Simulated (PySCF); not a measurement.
Match the barriers

Saddle point of SiH6S, singlet (SiH₄S ([SiH3][SH]) + H₂ → SiH₄ + H₂S; bonds formed: Si1–H7, S2–H6; bonds broken: Si1–S2, H6–H7), PBE0-D4/def2-TZVP structure:

```
8
angstrom
Si -0.6385 -0.1252 -0.4121
S 0.7246 0.4826 1.6025
H -0.7120 -0.7060 -1.7927
H -1.3951 1.1421 -0.3581
H -1.2239 -1.2261 0.4028
H 1.0311 0.6235 -0.0418
H 0.8334 0.4995 -1.0060
H 1.3806 -0.6903 1.6054
```

Computed with PySCF 2.14 with density fitting (its default auxiliary sets; JK sets also for MP2 and CCSD(T)) (basis: def2-TZVPP, with def2-QZVPP for the basis limit); correlated methods freeze the cores. B3LYP uses VWN-RPA correlation. Extrapolation: Hartree–Fock as exp(−7.88 √X), correlation as X^−2.97. Four methods, as single points on the PBE0-D4 structures, gave these electronic barriers from the start structure: 2.102, 2.448, 2.594, 3.215 eV.

(1) The methods were, in alphabetical order, B3LYP-D4, CCSD(T), HF, PBE-D4. Which gave which? (A judgement: the text doesn't fix the answer.)

The T1 diagnostic stays at or below 0.014.

Answers

(1) By the calculation: PBE-D4 2.102; B3LYP-D4 2.448; CCSD(T) 2.594; HF 3.215 eV. For comparison, CCSD(T) at an estimated basis limit (MP2 extrapolated from triple and quadruple zeta, plus CCSD(T) − MP2 in triple zeta) gives 2.563 eV.

Labels in which every atom is bracketed show which atoms are joined, not bond orders.

For scale, one of the runs: CCSD(T)/def2-TZVPP, 168 basis functions, launched by `OMP_NUM_THREADS=4 python run.py`. The run took 100 s on 4 CPU threads of an Arm Neoverse V2 (shared host), with 1.1 GiB of host memory at its peak.
